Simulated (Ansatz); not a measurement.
CH₅FSi, SMILES `C[SiH2]F`, relaxed with RKS PBE-D4/def2-SVP in Ansatz 0.2.0 from a rough embedded geometry. The force threshold is 0.03 eV/Å; the program also tests the step.

Total charge 0; spin multiplicity 1.

Start:

```xyz
8

C    -0.896    0.150   -0.106
Si    0.855   -0.088    0.113
F     1.098   -1.646    0.247
H    -1.502   -0.283    0.706
H    -1.191    1.238   -0.195
H    -1.327   -0.319   -1.038
H     1.630    0.413   -1.059
H     1.333    0.535    1.333
```

Problem. How much energy does the relaxation release, and in how many steps? (Best estimate.)

Solution. Ansatz gave: 5.24 kcal/mol, in 3 steps.

Problem. Which bonds change most? (Best estimate.)

Solution. The calculation gave: C1–Si2 from 1.780 to 1.873 Å; Si2–F3 from 1.582 to 1.644 Å; Si2–H8 from 1.451 to 1.503 Å; C1–H6 from 1.129 to 1.109 Å.

Problem. Give the relaxed structure. (An estimate is asked.)

Solution. Ansatz gave: 
```xyz
8

C    -0.972    0.163   -0.124
Si    0.868   -0.102    0.107
F     1.178   -1.711    0.234
H    -1.546   -0.246    0.731
H    -1.193    1.248   -0.198
H    -1.333   -0.326   -1.051
H     1.646    0.420   -1.069
H     1.353    0.554    1.370
```
